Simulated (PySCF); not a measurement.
Molecule: `N#CCF`, C2H2FN.

Atoms are numbered as in `[N:1]#[C:2][CH2:3][F:4]`. Each H is labelled by its parent atom.

Geometry PBE0-D3(BJ)/def2-SVP throughout; GIAO in PySCF 2.14.0 with density-fitted response routines, gas phase, one conformer, non-relativistic; equivalent atoms averaged; basis pcSseg-2.

(1) How do the absolute shieldings σ depend on the functional? (ppm; last column core-seconds on shared hosts with different chips, so compare them loosely; the GGAs took longer than the global hybrids here, which isn't the general rule, and the cause wasn't traced)

(2) Which nucleus moves most, in ppm?

## Answers

(1) 
```tsv
functional	kind	N1	C2	C3	F4	H(C3)	core-s
HF	Hartree–Fock	-62.5	67.7	130.4	451.8	27.14	2.6
LDA	LDA	-66.4	55.2	106.9	433.5	25.71	6.2
PBE	GGA	-55.3	59.2	107.7	422.5	26.21	7.9
BLYP	GGA	-57.0	56.4	103.1	418.4	26.37	7.7
BP86	GGA	-54.3	59.7	107.6	423.1	26.27	7.7
OPBE	GGA	-42.0	66.6	114.2	422.1	26.31	7.7
KT2	GGA	-36.3	70.1	112.9	416.9	26.24	7.7
KT3	GGA	-33.2	70.0	112.3	413.3	26.45	18
B97-D	GGA	-44.5	62.7	108.5	421.5	26.44	7.6
B3LYP	global hybrid	-59.7	58.1	109.3	427.5	26.53	5.7
PBE0	global hybrid	-57.9	61.3	115.0	432.5	26.45	5.8
mPW1PW91	global hybrid	-58.8	60.9	114.3	431.9	26.51	6.1
WP04	global hybrid	-61.5	54.5	100.5	416.6	26.88	7
B97-2	global hybrid	-50.7	63.3	114.7	429.6	26.57	7
BHandHLYP	global hybrid	-62.2	61.0	117.6	437.9	26.73	6.7
CAM-B3LYP	range-separated hybrid	-59.5	58.7	112.6	434.7	26.50	9.4
wB97X-D	range-separated hybrid	-58.0	60.8	115.0	434.0	26.61	9.2
LC-wPBE	range-separated hybrid	-55.8	60.2	117.5	442.1	26.56	13
```

(2) F4 (fluorine on an sp3 carbon): from 413.3 ppm with KT3 to 451.8 ppm with HF. The smallest spread is 1.44 ppm, at H(C3). Proton shifts span only some 12 ppm, so a few tenths of a ppm matter as much there as several ppm in carbon.
